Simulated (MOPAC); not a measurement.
MOPAC input (PM3):

```
PM3 1SCF UHF MS=0.5 GEO-OK AUX(PRECISION=9) THREADS=1
CN

C    -0.00000000 1   -0.00000000 1   -0.62581248 1
N     0.00000000 1    0.00000000 1    0.53641070 1
```

From the last part of the output:

```
                                                       MOPAC v23.2.5 Linux

          FINAL HEAT OF FORMATION =        123.36396 KCAL/MOL =     516.15482 KJ/MOL

          COSMO AREA              =         60.34 SQUARE ANGSTROMS
          COSMO VOLUME            =         42.87 CUBIC ANGSTROMS

          IONIZATION POTENTIAL    =         12.982920 EV
          ALPHA SOMO LUMO (EV)    =        -12.983  0.934
          BETA  SOMO LUMO (EV)    =        -13.105 -3.902
          NO. OF ALPHA ELECTRONS  =          5
          NO. OF BETA  ELECTRONS  =          4
          MOLECULAR WEIGHT        =         26.0177         POINT GROUP:  C*v

          MOLECULAR DIMENSIONS (Angstroms)

            Atom       Atom       Distance
            N     2    C     1     1.16222
            N     2    C     1     0.00000
            C     1    N     2     0.00000

          SCF CALCULATIONS        =          1

   ATOM   CHEMICAL          X               Y               Z
  NUMBER   SYMBOL      (ANGSTROMS)     (ANGSTROMS)     (ANGSTROMS)

     1       C         -0.00000000  *  -0.00000000  *  -0.62581248  *
     2       N          0.00000000  *   0.00000000  *   0.53641070  *

                             CARTESIAN COORDINATES

   1    C       -0.000000000    -0.000000000    -0.625812480
   2    N        0.000000000     0.000000000     0.536410700

           Empirical Formula: C N  =     2 atoms

      MOLECULAR POINT GROUP   :   C*v

          ALPHA EIGENVALUES
 -30.91637 -16.33167 -13.67550 -13.67550 -12.98292   0.93401   0.93401   5.41759

           BETA EIGENVALUES
 -30.16334 -13.26914 -13.26914 -13.10479  -3.90232   1.64392   1.64392   6.08784

              NET ATOMIC CHARGES AND DIPOLE CONTRIBUTIONS

  ATOM NO.   TYPE          CHARGE      No. of ELECS.   s-Pop       p-Pop
    1          C           0.083384        3.9166     1.45291     2.46371
    2          N          -0.083384        5.0834     1.76642     3.31697
 DIPOLE           X         Y         Z       TOTAL
 POINT-CHG.     0.000     0.000    -0.465     0.465
 HYBRID        -0.000     0.000    -1.188     1.188
 SUM           -0.000     0.000    -1.654     1.654

          ATOMIC ORBITAL ELECTRON POPULATIONS

     Atom    s        px        py        pz
    1  C   1.45291   0.87131   0.87131   0.72109
    2  N   1.76642   1.12869   1.12869   1.05959

                    (SZ)    =    0.500000
                    (S**2)  =    0.819207

          ATOMIC ORBITAL SPIN POPULATIONS

    Atom   Total    s     px     py     pz
         Atomic
    1  C  1.1579  0.309  0.180  0.180  0.488
    2  N -0.1579 -0.024 -0.180 -0.180  0.227

 **********************
 *                    *
 * JOB ENDED NORMALLY *
 *                    *
 **********************

 == MOPAC DONE ==
```
